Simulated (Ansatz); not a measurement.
singlet NO2(+): levels of theory in one basis

```yaml
atoms:
  - { symbol: O, position_ang: [0.0000, 0.0000, -1.1500] }
  - { symbol: N, position_ang: [0.0000, 0.0000, 0.0000] }
  - { symbol: O, position_ang: [0.0000, 0.0000, 1.1500] }
```

Basis set: def2-SVP (spherical functions). Frozen core: 3 orbitals. Charge 1, multiplicity 1.

Computed with Ansatz (development build ahead of 0.2.0); each method stands on the lowest determinant of its kind that the runs found.

```tsv
method	E − E(RHF) (eV)	<S²> of the determinant
RHF	0.00	–
UHF	-0.06	0.30
RHF-MP2	-16.16	–
UHF-MP2	-15.27	0.30
UHF-CCSD(T)	-15.98	0.30
RHF-CCSDT(Q)	-16.16	–
UHF-CCSDT(Q)	-16.17	0.30
```

What does RHF-CCSD(T) give on the same scale?

-16.05 eV.

Caution for UHF, UHF-MP2, UHF-CCSD(T), UHF-CCSDT(Q): the unrestricted determinant is spin contaminated; the determinant may break the point group. Caution for UHF-MP2, UHF-CCSD(T): another reference gives a lower total. Caution for UHF-CCSD(T): the program doubts this total.
